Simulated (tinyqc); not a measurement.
Worked calculation (part 1 of 2): CCSD on RHF in the sto-3g basis, frozen core, for H2O, spin multiplicity 1. Computed by tinyqc, a small Python program that keeps every step (integrals from PySCF). Settings: charge = 0, multiplicity = 1, basis = sto-3g, method = RHF, frozen orbitals = 1, energy threshold = 1e-10, iteration cap = 60, orthogonalisation = symmetric, start = core, DIIS depth = 6, amplitude equations = CCSD, DIIS depth for amplitudes = 6, cap on updates = 57. Command: `OMP_NUM_THREADS=1 python tinyqc.py 24906 24907 out.jsonl` (the two numbers bound the seeds that draw the settings). One thread of a shared host (Intel(R) Xeon(R) Processor @ 2.60GHz), about 0.3 s of CPU time with the checks. The early iterations of the SCF are left out here.

## One-electron integrals

Geometry (angstrom):
```
atom         x          y         z
O     0.000000   0.000000  0.000000
H     0.000000   0.756000  0.461000
H     0.000000  -0.814000  0.496000
```

Basis sto-3g: exponents (1/bohr^2) and contraction coefficients of normalised primitives:
```
element  l (shell)    exponent  coefficient
O            s (1)  130.709320     0.154329
O            s (1)   23.808861     0.535328
O            s (1)    6.443608     0.444635
O            s (2)    5.033151    -0.099967
O            s (2)    1.169596     0.399513
O            s (2)    0.380389     0.700115
O            p (3)    5.033151     0.155916
O            p (3)    1.169596     0.607684
O            p (3)    0.380389     0.391957
H            s (1)    3.425251     0.154329
H            s (1)    0.623914     0.535328
H            s (1)    0.168855     0.444635
```

Overlap, kinetic and nuclear-attraction integrals over the contracted functions; the nuclear repulsion is the sum of Za Zb / Rab.

nuclear repulsion = 9.55917185 hartree

overlap S:
```
           1O 1s     1O 2s    1O 2px     1O 2py    1O 2pz     2H 1s      3H 1s
1O 1s   1.000000  0.236704  0.000000   0.000000  0.000000  0.063923   0.054491
1O 2s   0.236704  1.000000  0.000000   0.000000  0.000000  0.522973   0.477428
1O 2px  0.000000  0.000000  1.000000   0.000000  0.000000  0.000000   0.000000
1O 2py  0.000000  0.000000  0.000000   1.000000  0.000000  0.356067  -0.337172
1O 2pz  0.000000  0.000000  0.000000   0.000000  1.000000  0.217126   0.205451
2H 1s   0.063923  0.522973  0.000000   0.356067  0.217126  1.000000   0.231937
3H 1s   0.054491  0.477428  0.000000  -0.337172  0.205451  0.231937   1.000000
```

kinetic energy T (hartree):
```
            1O 1s      1O 2s    1O 2px     1O 2py    1O 2pz     2H 1s      3H 1s
1O 1s   29.003200  -0.168011  0.000000   0.000000  0.000000  0.003654  -0.002228
1O 2s   -0.168011   0.808128  0.000000   0.000000  0.000000  0.166000   0.130537
1O 2px   0.000000   0.000000  2.528731   0.000000  0.000000  0.000000   0.000000
1O 2py   0.000000   0.000000  0.000000   2.528731  0.000000  0.292270  -0.245391
1O 2pz   0.000000   0.000000  0.000000   0.000000  2.528731  0.178223   0.149526
2H 1s    0.003654   0.166000  0.000000   0.292270  0.178223  0.760032   0.004317
3H 1s   -0.002228   0.130537  0.000000  -0.245391  0.149526  0.004317   0.760032
```

nuclear attraction V (hartree):
```
             1O 1s       1O 2s      1O 2px      1O 2py      1O 2pz      2H 1s      3H 1s
1O 1s   -61.771230   -7.455946    0.000000   -0.002120   -0.017590  -2.077777  -1.766186
1O 2s    -7.455946  -10.184840    0.000000   -0.019479   -0.203281  -4.366164  -3.897954
1O 2px    0.000000    0.000000  -10.020467    0.000000    0.000000   0.000000   0.000000
1O 2py   -0.002120   -0.019479    0.000000  -10.220112   -0.009582  -2.668691   2.449609
1O 2pz   -0.017590   -0.203281    0.000000   -0.009582  -10.094652  -1.690703  -1.553957
2H 1s    -2.077777   -4.366164    0.000000   -2.668691   -1.690703  -6.113282  -1.554752
3H 1s    -1.766186   -3.897954    0.000000    2.449609   -1.553957  -1.554752  -5.839781
```

core Hamiltonian H = T + V (hartree):
```
             1O 1s      1O 2s     1O 2px     1O 2py     1O 2pz      2H 1s      3H 1s
1O 1s   -32.768030  -7.623957   0.000000  -0.002120  -0.017590  -2.074122  -1.768414
1O 2s    -7.623957  -9.376712   0.000000  -0.019479  -0.203281  -4.200164  -3.767417
1O 2px    0.000000   0.000000  -7.491735   0.000000   0.000000   0.000000   0.000000
1O 2py   -0.002120  -0.019479   0.000000  -7.691381  -0.009582  -2.376421   2.204218
1O 2pz   -0.017590  -0.203281   0.000000  -0.009582  -7.565921  -1.512480  -1.404432
2H 1s    -2.074122  -4.200164   0.000000  -2.376421  -1.512480  -5.353250  -1.550435
3H 1s    -1.768414  -3.767417   0.000000   2.204218  -1.404432  -1.550435  -5.079750
```

## Two-electron integrals

Functions are numbered as in S; the eight-fold symmetry (ij|kl) = (ji|kl) = (kl|ij) leaves the list below.

Two-electron integrals (ij|kl) in chemists' order, unique and non-zero (hartree):
```
(11|11) 4.785065    (21|11) 0.741380    (21|21) 0.136873    (22|11) 1.118947
(22|21) 0.256633    (22|22) 0.817206    (31|31) 0.024477    (32|31) 0.037809
(32|32) 0.180518    (33|11) 1.115814    (33|21) 0.256684    (33|22) 0.817023
(33|33) 0.880159    (41|41) 0.024477    (42|41) 0.037809    (42|42) 0.180518
(43|43) 0.047444    (44|11) 1.115814    (44|21) 0.256684    (44|22) 0.817023
(44|33) 0.785270    (44|44) 0.880159    (51|51) 0.024477    (52|51) 0.037809
(52|52) 0.180518    (53|53) 0.047444    (54|54) 0.047444    (55|11) 1.115814
(55|21) 0.256684    (55|22) 0.817023    (55|33) 0.785270    (55|44) 0.785270
(55|55) 0.880159    (61|11) 0.203905    (61|21) 0.037283    (61|22) 0.069312
(61|33) 0.069184    (61|41) 0.001444    (61|42) 0.002688    (61|44) 0.069468
(61|51) 0.000880    (61|52) 0.001639    (61|54) 0.000173    (61|55) 0.069290
(61|61) 0.010284    (62|11) 0.455831    (62|21) 0.105679    (62|22) 0.367920
(62|33) 0.362035    (62|41) 0.006681    (62|42) 0.049256    (62|44) 0.374660
(62|51) 0.004074    (62|52) 0.030036    (62|54) 0.007698    (62|55) 0.366730
(62|61) 0.029252    (62|62) 0.198558    (63|31) 0.011535    (63|32) 0.065383
(63|43) 0.010447    (63|53) 0.006370    (63|63) 0.029641    (64|11) 0.265123
(64|21) 0.062315    (64|22) 0.231817    (64|33) 0.221107    (64|41) 0.015034
(64|42) 0.095187    (64|44) 0.250009    (64|51) 0.002134    (64|52) 0.018174
(64|54) 0.011254    (64|55) 0.224085    (64|61) 0.018076    (64|62) 0.151993
(64|64) 0.144817    (65|11) 0.161669    (65|21) 0.037999    (65|22) 0.141359
(65|33) 0.134828    (65|41) 0.002134    (65|42) 0.018174    (65|44) 0.139712
(65|51) 0.012836    (65|52) 0.076466    (65|54) 0.013425    (65|55) 0.149385
(65|61) 0.011022    (65|62) 0.092684    (65|64) 0.070233    (65|65) 0.072468
(66|11) 0.567774    (66|21) 0.133753    (66|22) 0.529714    (66|33) 0.508159
(66|41) 0.011791    (66|42) 0.116168    (66|44) 0.554848    (66|51) 0.007190
(66|52) 0.070838    (66|54) 0.028470    (66|55) 0.525520    (66|61) 0.037426
(66|62) 0.346583    (66|64) 0.303504    (66|65) 0.185073    (66|66) 0.774606
(71|11) 0.173451    (71|21) 0.031736    (71|22) 0.059069    (71|33) 0.058957
(71|41) -0.001246   (71|42) -0.002325   (71|44) 0.059207    (71|51) 0.000759
(71|52) 0.001416    (71|54) -0.000152   (71|55) 0.059050    (71|61) 0.008601
(71|62) 0.024051    (71|64) 0.013483    (71|65) 0.009072    (71|66) 0.030290
(71|71) 0.007454    (72|11) 0.406428    (72|21) 0.094315    (72|22) 0.330702
(72|33) 0.325219    (72|41) -0.006019   (72|42) -0.045271   (72|44) 0.336990
(72|51) 0.003668    (72|52) 0.027585    (72|54) -0.007172   (72|55) 0.329589
(72|61) 0.025185    (72|62) 0.144812    (72|64) 0.075745    (72|65) 0.065900
(72|66) 0.209065    (72|71) 0.022265    (72|72) 0.163317    (73|31) 0.010055
(73|32) 0.057851    (73|43) -0.009495   (73|53) 0.005786    (73|63) 0.020579
(73|73) 0.023754    (74|11) -0.244196   (74|21) -0.057422   (74|22) -0.215053
(74|33) -0.205214   (74|41) 0.013281    (74|42) 0.085881    (74|44) -0.231708
(74|51) -0.001966   (74|52) -0.017080   (74|54) 0.010358    (74|55) -0.208000
(74|61) -0.014629   (74|62) -0.079343   (74|64) -0.021392   (74|65) -0.035212
(74|66) -0.100915   (74|71) -0.014177   (74|72) -0.129001   (74|74) 0.124521
(75|11) 0.148797    (75|21) 0.034989    (75|22) 0.131040    (75|33) 0.125045
(75|41) -0.001966   (75|42) -0.017080   (75|44) 0.129617    (75|51) 0.011253
(75|52) 0.068258    (75|54) -0.012281   (75|55) 0.138313    (75|61) 0.009772
(75|62) 0.067312    (75|64) 0.034429    (75|65) 0.050736    (75|66) 0.106527
(75|71) 0.008639    (75|72) 0.078605    (75|74) -0.061401   (75|75) 0.061168
(76|11) 0.156802    (76|21) 0.036621    (76|22) 0.136581    (76|33) 0.133910
(76|41) -0.000065   (76|42) -0.000710   (76|44) 0.137076    (76|51) 0.002331
(76|52) 0.019845    (76|54) -0.000168   (76|55) 0.138615    (76|61) 0.009994
(76|62) 0.070537    (76|64) 0.046161    (76|65) 0.037135    (76|66) 0.121913
(76|71) 0.008529    (76|72) 0.064736    (76|74) -0.044510   (76|75) 0.034928
(76|76) 0.030069    (77|11) 0.533884    (77|21) 0.125907    (77|22) 0.504714
(77|33) 0.484151    (77|41) -0.010760   (77|42) -0.110149   (77|44) 0.528690
(77|51) 0.006556    (77|52) 0.067118    (77|54) -0.027140   (77|55) 0.500688
(77|61) 0.033475    (77|62) 0.222149    (77|64) 0.102096    (77|65) 0.110751
(77|66) 0.331716    (77|71) 0.030016    (77|72) 0.308516    (77|74) -0.278418
(77|75) 0.169651    (77|76) 0.121913    (77|77) 0.774606
```

## Orthogonalisation

S = U s U^T; symmetric (Loewdin) form X = U s^(-1/2) U^T, so that X^T S X = 1.

eigenvalues of S: 0.311727  0.388554  0.897081  1.000000  1.076226  1.386978  1.939435

X:
```
            1O 1s      1O 2s    1O 2px     1O 2py     1O 2pz      2H 1s      3H 1s
1O 1s    1.024389  -0.145850  0.000000  -0.001180  -0.009543   0.023919   0.022191
1O 2s   -0.145850   1.286623  0.000000   0.022113   0.109449  -0.356269  -0.297192
1O 2px   0.000000   0.000000  1.000000   0.000000   0.000000   0.000000   0.000000
1O 2py  -0.001180   0.022113  0.000000   1.147109   0.007620  -0.281011   0.252582
1O 2pz  -0.009543   0.109449  0.000000   0.007620   1.045273  -0.145129  -0.126210
2H 1s    0.023919  -0.356269  0.000000  -0.281011  -0.145129   1.266126  -0.087044
3H 1s    0.022191  -0.297192  0.000000   0.252582  -0.126210  -0.087044   1.212727
```

## Iteration 8 (converged): orbitals

converged F (hartree):
```
             1O 1s      1O 2s     1O 2px     1O 2py     1O 2pz      2H 1s      3H 1s
1O 1s   -20.207565  -5.160258   0.000000  -0.001837  -0.029233  -1.412008  -1.205373
1O 2s    -5.160258  -2.446834   0.000000  -0.022582  -0.126038  -1.145549  -1.027184
1O 2px    0.000000   0.000000  -0.383159   0.000000   0.000000   0.000000   0.000000
1O 2py   -0.001837  -0.022582   0.000000  -0.363243  -0.018276  -0.441929   0.418241
1O 2pz   -0.029233  -0.126038   0.000000  -0.018276  -0.358415  -0.335503  -0.320104
2H 1s    -1.412008  -1.145549   0.000000  -0.441929  -0.335503  -0.671408  -0.391430
3H 1s    -1.205373  -1.027184   0.000000   0.418241  -0.320104  -0.391430  -0.570625
```

Diagonalise F' = X^T F X, C = X C', fill 5 alpha and 5 beta electrons from the bottom; D = 2 C_occ C_occ^T. Each column has its largest component positive (the first on a tie).

F' = X^T F X (hartree):
```
            1          2          3          4          5          6          7
1  -19.825323  -2.697914   0.000000   0.000642  -0.050112  -0.252146  -0.187566
2   -2.697914  -1.169604   0.000000   0.011055   0.107261  -0.603314  -0.524878
3    0.000000   0.000000  -0.383159   0.000000   0.000000   0.000000   0.000000
4    0.000642   0.011055   0.000000   0.015710  -0.005300  -0.539077   0.508219
5   -0.050112   0.107261   0.000000  -0.005300  -0.233771  -0.312201  -0.290592
6   -0.252146  -0.603314   0.000000  -0.539077  -0.312201   0.055805  -0.111900
7   -0.187566  -0.524878   0.000000   0.508219  -0.290592  -0.111900   0.034697
```

orbital energies (hartree): MO1 -20.216638, MO2 -1.272361, MO3 -0.656533, MO4 -0.425946, MO5 -0.383159, MO6 0.610549, MO7 0.838442

coefficients C:
```
              MO1        MO2        MO3        MO4       MO5        MO6        MO7
1O 1s    0.994003  -0.232329   0.009715   0.095238  0.000000  -0.140497   0.029672
1O 2s    0.027613   0.820828  -0.052917  -0.500799  0.000000   0.958508  -0.239855
1O 2px   0.000000   0.000000   0.000000   0.000000  1.000000   0.000000   0.000000
1O 2py   0.000581   0.022087   0.594729  -0.010544  0.000000  -0.167929  -1.037628
1O 2pz   0.004221   0.127365   0.019522   0.826323  0.000000   0.652775  -0.127163
2H 1s   -0.006993   0.177593   0.427502   0.229945  0.000000  -0.695805   1.042504
3H 1s   -0.005978   0.150207  -0.438139   0.259894  0.000000  -0.943712  -0.688567
```

D after iteration 8:
```
            1O 1s      1O 2s    1O 2px     1O 2py     1O 2pz      2H 1s      3H 1s
1O 1s    2.102365  -0.422928  0.000000   0.000438   0.106984  -0.044317  -0.040688
1O 2s   -0.422928   1.856242  0.000000  -0.016090  -0.620388   0.015604   0.032318
1O 2px   0.000000   0.000000  2.000000   0.000000   0.000000   0.000000   0.000000
1O 2py   0.000438  -0.016090  0.000000   0.708603   0.011427   0.511483  -0.520000
1O 2pz   0.106984  -0.620388  0.000000   0.011427   1.398859   0.441888   0.450617
2H 1s   -0.044317   0.015604  0.000000   0.511483   0.441888   0.534441  -0.201653
3H 1s   -0.040688   0.032318  0.000000  -0.520000   0.450617  -0.201653   0.564217
```

## Convergence

Stop when the energy changes by less than 1e-10 hartree and every element of the error matrix X^T (F D S - S D F) X is below 3e-06.

Course of the cycle:
```
iteration   E (hartree)     change  largest element of the error matrix
1          -73.22494615          -                             8.00e-01
2          -74.93712631  -1.71e+00                             4.11e-02
3          -74.94004639  -2.92e-03                             1.39e-02
4          -74.94036485  -3.18e-04                             3.19e-03
5          -74.94038932  -2.45e-05                             4.90e-04
6          -74.94038983  -5.07e-07                             2.95e-05
7          -74.94038983  -1.30e-09                             3.41e-06
8          -74.94038983  -2.02e-11                             4.78e-07
```

PySCF RHF in the same basis = -74.94038983 hartree

Converged in 8 iterations.

## Integrals over molecular orbitals

(pq|rs) = sum C_ip C_jq C_kr C_ls (ij|kl), one index at a time.

one-electron integrals over orbitals h = C^T H C (hartree):
```
            1          2          3          4          5          6          7
1  -32.749853   0.560667  -0.023696  -0.216359   0.000000   0.326955  -0.068795
2    0.560667  -7.698524   0.003171   0.370634   0.000000  -1.373940   0.325578
3   -0.023696   0.003171  -6.461314  -0.076699   0.000000   0.366930   1.703913
4   -0.216359   0.370634  -0.076699  -7.143499   0.000000  -0.942830   0.099922
5    0.000000   0.000000   0.000000   0.000000  -7.491735   0.000000   0.000000
6    0.326955  -1.373940   0.366930  -0.942830   0.000000  -5.252529  -0.074261
7   -0.068795   0.325578   1.703913   0.099922   0.000000  -0.074261  -5.641983
```

Two-electron integrals over orbitals (pq|rs), unique and non-zero (hartree); the lowest 1 orbital is frozen and left out:
```
(22|22) 0.727138    (32|22) 0.012535    (32|32) 0.148784    (33|22) 0.647868
(33|32) -0.007585   (33|33) 0.641902    (42|22) 0.010087    (42|32) 0.001003
(42|33) 0.007182    (42|42) 0.124406    (43|22) 0.006290    (43|32) 0.018065
(43|33) 0.002159    (43|42) -0.007011   (43|43) 0.043682    (44|22) 0.688623
(44|32) -0.004633   (44|33) 0.610043    (44|42) -0.104121   (44|43) 0.011726
(44|44) 0.818172    (52|52) 0.144090    (53|52) -0.004496   (53|53) 0.029539
(54|52) -0.042956   (54|53) 0.002611    (54|54) 0.055714    (55|22) 0.747197
(55|32) -0.001920   (55|33) 0.634090    (55|42) -0.058636   (55|43) 0.009898
(55|44) 0.745305    (55|55) 0.880159    (62|22) 0.136686    (62|32) -0.011732
(62|33) 0.071229    (62|42) 0.021607    (62|43) 0.005940    (62|44) 0.100945
(62|55) 0.158253    (62|62) 0.098488    (63|22) -0.035409   (63|32) -0.047016
(63|33) -0.018144   (63|42) 0.011440    (63|43) -0.027377   (63|44) -0.032614
(63|55) -0.041015   (63|62) -0.020144   (63|63) 0.081259    (64|22) 0.087825
(64|32) 0.012928    (64|33) 0.037960    (64|42) -0.010219   (64|43) 0.002950
(64|44) 0.104023    (64|55) 0.098832    (64|62) 0.059314    (64|63) -0.023028
(64|64) 0.056324    (65|52) 0.062069    (65|53) -0.006678   (65|54) -0.003654
(65|65) 0.039803    (66|22) 0.602037    (66|32) -0.034085   (66|33) 0.573942
(66|42) 0.060754    (66|43) -0.015721   (66|44) 0.545355    (66|55) 0.581328
(66|62) 0.085142    (66|63) 0.013935    (66|64) 0.037080    (66|66) 0.599767
(72|22) -0.032939   (72|32) -0.037425   (72|33) -0.012669   (72|42) 0.001888
(72|43) 0.029455    (72|44) -0.027565   (72|55) -0.037000   (72|62) -0.010534
(72|63) -0.031320   (72|64) -0.015154   (72|66) -0.019259   (72|72) 0.063516
(73|22) -0.135751   (73|32) 0.013719    (73|33) -0.092935   (73|42) 0.065499
(73|43) -0.003860   (73|44) -0.168273   (73|55) -0.185103   (73|62) -0.076188
(73|63) 0.016420    (73|64) -0.060600   (73|66) -0.041142   (73|72) 0.023363
(73|73) 0.143259    (74|22) -0.004099   (74|32) 0.070470    (74|33) -0.009626
(74|42) -0.003013   (74|43) -0.008682   (74|44) -0.010898   (74|55) -0.009642
(74|62) -0.013373   (74|63) -0.038463   (74|64) 0.005084    (74|66) -0.024293
(74|72) -0.014673   (74|73) 0.014879    (74|74) 0.061028    (75|52) -0.013473
(75|53) -0.022942   (75|54) 0.001979    (75|65) -0.003144   (75|75) 0.025519
(76|22) -0.006175   (76|32) -0.100124   (76|33) 0.013082    (76|42) -0.012677
(76|43) -0.038667   (76|44) 0.014311    (76|55) 0.005899    (76|62) -0.001362
(76|63) 0.065305    (76|64) -0.012945   (76|66) 0.034978    (76|72) -0.007642
(76|73) -0.022044   (76|74) -0.049453   (76|76) 0.110354    (77|22) 0.633707
(77|32) 0.039766    (77|33) 0.615103    (77|42) -0.013395   (77|43) 0.017160
(77|44) 0.620664    (77|55) 0.634875    (77|62) 0.069820    (77|63) -0.046096
(77|64) 0.043333    (77|66) 0.552414    (77|72) -0.015646   (77|73) -0.094743
(77|74) 0.015992    (77|76) -0.030530   (77|77) 0.642144
```

## CCSD: starting amplitudes

t_ij^ab = <ij||ab> / (e_i + e_j - e_a - e_b), whose energy is MP2.

Starting amplitudes (spin orbitals 1a, 1b, ...; amplitudes related by a flip of all spins are not repeated; the 24 largest):
```
from      to          t
3a 3b  7a 7b  -0.047913
3a 3b  6a 6b  -0.032066
4a 4b  6a 6b  -0.027170
2a 2b  6a 6b  -0.026153
4a 4b  7a 7b  -0.024133
3a 4b  6b 7a  -0.023939
2a 3b  6a 7b   0.022555
2a 4b  6a 6b  -0.020317
5a 5b  6a 6b  -0.020028
3a 4b  6a 7b   0.015194
2a 2b  7a 7b  -0.015045
2a 3a  6a 7a   0.013283
5a 5b  7a 7b  -0.010445
3a 4b  6a 6b   0.009997
2a 3b  6b 7a  -0.009272
3a 4a  6a 7a  -0.008745
2a 3b  7a 7b  -0.006479
2a 3b  6a 6b   0.006395
3a 3b  6a 7b  -0.005945
3a 4b  7a 7b  -0.005392
2a 4b  6b 7a  -0.004815
2a 4b  7a 7b   0.004347
2a 4b  6a 7b   0.004249
2a 2b  6a 7b   0.002638
```

correlation energy = -0.03099762 hartree

## CCSD: amplitude update 1

t_i^a D_i^a and t_ij^ab D_ij^ab are set to the remaining terms of the spin-orbital equations, evaluated with the old amplitudes; for the doubles these are <ij||ab> + 1/2 <ab||ef> t_ij^ef + 1/2 <mn||ij> t_mn^ab + P(ij)P(ab) <mb||ej> t_im^ae + terms in t^2 + terms with t1, D the orbital-energy denominators.

Amplitudes after update 1 (spin orbitals 1a, 1b, ...; amplitudes related by a flip of all spins are not repeated; the 24 largest):
```
from      to          t
3a 3b  7a 7b  -0.060064
3a 3b  6a 6b  -0.042254
4a 4b  6a 6b  -0.034455
3a 4b  6b 7a  -0.030933
4a 4b  7a 7b  -0.030502
2a 2b  6a 6b  -0.029932
2a 3b  6a 7b   0.028384
2a 4b  6a 6b  -0.027929
5a 5b  6a 6b  -0.024756
3a 4b  6a 7b   0.022195
2a 2b  7a 7b  -0.016997
2a 3b  6b 7a  -0.014510
2a 3a  6a 7a   0.013874
3a 4b  6a 6b   0.013864
5a 5b  7a 7b  -0.011419
3a 4a  6a 7a  -0.008738
2a 3b  6a 6b   0.008616
2a 3b  7a 7b  -0.008565
3a 3b  6a 7b  -0.007517
3a 4b  7a 7b  -0.007197
2a 4b  6b 7a  -0.005925
2a 4b  6a 7b   0.005446
4a        6a  -0.005433
2a 4b  7a 7b   0.004173
```

correlation energy = -0.03918354 hartree

## CCSD: amplitude update 2

As before.

Amplitudes after update 2 (spin orbitals 1a, 1b, ...; amplitudes related by a flip of all spins are not repeated; the 24 largest):
```
from      to          t
3a 3b  7a 7b  -0.063592
3a 3b  6a 6b  -0.045631
4a 4b  6a 6b  -0.037487
3a 4b  6b 7a  -0.033363
4a 4b  7a 7b  -0.032582
2a 2b  6a 6b  -0.030644
2a 4b  6a 6b  -0.030643
2a 3b  6a 7b   0.029750
5a 5b  6a 6b  -0.026196
3a 4b  6a 7b   0.025378
2a 2b  7a 7b  -0.017260
2a 3b  6b 7a  -0.016557
3a 4b  6a 6b   0.015454
2a 3a  6a 7a   0.013193
5a 5b  7a 7b  -0.011208
2a 3b  6a 6b   0.009320
2a 3b  7a 7b  -0.009195
4a        6a  -0.008932
3a 3b  6a 7b  -0.007994
3a 4a  6a 7a  -0.007985
3a 4b  7a 7b  -0.007891
2a 4b  6b 7a  -0.006195
2a 4b  6a 7b   0.005817
2a 4b  7a 7b   0.003822
```

correlation energy = -0.04167912 hartree
